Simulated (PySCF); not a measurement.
**Al2H, quartet in 6-31G: errors against full CI**

Geometry: a point of a stretch scan, not a stationary point.

```xyz
3

Al    0.0000    0.0000    0.0515
Al    0.0000    0.0000   -2.3089
H     0.0000    0.0000    2.2575
```

Basis 6-31G; PySCF 2.14.0. Correlated methods freeze the noble-gas cores, which leaves 7 electrons in 18 orbitals. R marks a restricted (for open shells ROHF) determinant, U an unrestricted one.

Full CI is exact within this basis and frozen core; it isn't the basis-set limit. The frozen core follows each run's orbitals, which can shift R against U totals by a few meV.

Unrestricted rows (U) aren't spin-pure: their determinants' ⟨S²⟩ exceeds S(S+1) by up to 0.16, so they mix in states of higher spin.

* UHF ⟨S²⟩: 3.911
* T1 diagnostic (ROHF- or RHF-based CCSD): 0.0546
* largest doubles amplitude (ROHF- or RHF-based CCSD): 0.132
* T1 diagnostic (UCCSD): 0.0581

| level | E − E(RHF) (eV) |
| --- | --- |
| UHF | -0.1170 |
| RMP2 | -1.5002 |
| UMP2 | -1.4475 |
| RCCSD | -2.2831 |
| UCCSD | -2.2897 |
| RCCSD(T) | -2.3677 |
| UCCSD(T) | -2.3679 |

Task: Estimate how far full CI in 6-31G lies from RCCSD(T). The table doesn't fix it; the size of (T) and the diagnostics are the guide.

Result: Full CI in 6-31G lies 54 meV below RCCSD(T), which is 64 % of the (T) step (-85 meV). T1 is raised, a doubles amplitude is large, and the rest is a large part of (T). The miss exceeds 1 kcal/mol.

The other levels:

```json
{"level": "RCCSDT", "E − E(full CI) (meV)": "13", "share of correlation (%)": "99.48", "wall time": "4.5 s"}
{"level": "UCCSDT", "E − E(full CI) (meV)": "12", "share of correlation (%)": "99.49", "wall time": "3.9 s"}
```

The correlation energy at full CI, counted from RHF, is -2.421 eV. The search over symmetries took 36 s on 1 thread of Intel Xeon, shared host; the state has 331,072 determinants.

Times are those of the correlated step on a shared host, with one SCF added for the restricted CCSD run; they ran on 1 thread of Intel Xeon.

The full-CI state has the irrep A2 of C2v, in the program's axes (one component, if the state is degenerate).

Natural occupations of full CI about the gap: 1.939 1.866 1.002 0.971 0.971 0.116 0.045 0.045 0.018 0.007; effectively unpaired electrons, Σ n²(2−n)², 3.14.
